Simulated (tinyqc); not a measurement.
Stretching all distances: RHF, UHF, MP2, CISD and CCSD against full CI in the sto-3g basis, for H2F+, spin multiplicity 1. Computed by the program tinyqc with PySCF. Command: `OMP_NUM_THREADS=1 python tinyqc.py 114029 114030 out.jsonl`; one thread of a shared host (Intel(R) Xeon(R) Processor @ 2.60GHz), about 30 s.

Geometry (angstrom):

| atom | x | y | z |
|---|---|---|---|
| F | 0.0000 | 0.0000 | 0.0000 |
| H | 0.0000 | 0.8200 | 0.4590 |
| H | 0.0000 | -0.7720 | 0.4320 |

All coordinates are multiplied by the scale. c0^2 is the weight of the RHF determinant in the lowest singlet FCI state (UHF is spin-contaminated and may lie near states of higher spin) and n(LUMO) the first natural occupation beyond the occupied space.

Full CI energy (hartree) and errors against it (kcal/mol):

| scale | distance 1-2 (angstrom) | E(FCI) | RHF | UHF | MP2 | CISD | CCSD | <S^2> UHF | c0^2 | n(LUMO) |
|---|---|---|---|---|---|---|---|---|---|---|
| 0.990 | 0.930 | -98.88176 | 21.512 | 21.512 | 5.148 | 0.248 | 0.154 | 0.000 | 0.985 | 0.016 |
| 1.180 | 1.109 | -98.89075 | 31.477 | 31.477 | 8.384 | 0.613 | 0.389 | 0.000 | 0.968 | 0.032 |
| 1.370 | 1.287 | -98.83005 | 44.374 | 44.374 | 12.752 | 1.348 | 0.896 | 0.000 | 0.939 | 0.058 |
| 1.560 | 1.466 | -98.75388 | 60.141 | 57.580 | 18.104 | 2.574 | 1.799 | 0.349 | 0.889 | 0.101 |
| 1.750 | 1.645 | -98.68156 | 78.258 | 51.450 | 24.117 | 4.238 | 3.046 | 0.959 | 0.813 | 0.163 |
| 1.940 | 1.823 | -98.62067 | 97.502 | 38.175 | 30.790 | 5.921 | 4.226 | 1.211 | 0.704 | 0.242 |
| 2.130 | 2.002 | -98.57349 | 115.660 | 26.390 | 39.031 | 6.329 | 4.488 | 1.328 | 0.546 | 0.330 |

UHF parts from RHF first at scale 1.56 of those listed, where <S^2> leaves zero. The weight c0^2 goes from 0.98 to 0.55 and n(LUMO) from 0.02 to 0.33: static correlation grows as the bonds break into open-shell fragments. The spread of the error along the curve, which distorts its shape, is CCSD 4.3, CISD 6.1, MP2 33.9, UHF 36.1, RHF 94.1 kcal/mol. The table stops here: at scale 2.32 and beyond, the reference weight falls under 0.45 or RHF, UHF or CCSD hop between solutions, so those rows were left out and the spreads given cover only the rows shown. As computed, partly on other solutions, the errors there reach in size RHF 141, UHF 18, MP2 44, CISD 5, CCSD 3 kcal/mol.
